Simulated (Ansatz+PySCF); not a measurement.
Values are calculated unless marked as measured or tabulated.
## PySCF 2.14.0 run

```python
from pyscf import gto, scf

mol = gto.M(atom="""
Cl 0.000000 0.000000 -0.523380
F 0.000000 0.000000 0.988610
""", basis='def2-svp', charge=0, spin=0)
mf = scf.RHF(mol)
mf.init_guess = 'atom'
mf.kernel()
while True:  # follow internal instabilities
    mo, _, stable, _ = mf.stability(return_status=True)
    if stable: break
    mf.kernel(mf.make_rdm1(mo, mf.mo_occ))
print(mf.converged, mf.e_tot, mf.spin_square()[0])
```

The script is written out from the run's settings.

The run gave:

```yaml
Converged: yes
Total_energy: -558.59842 hartree
Spin_squared_of_the_determinant: 0.000
```
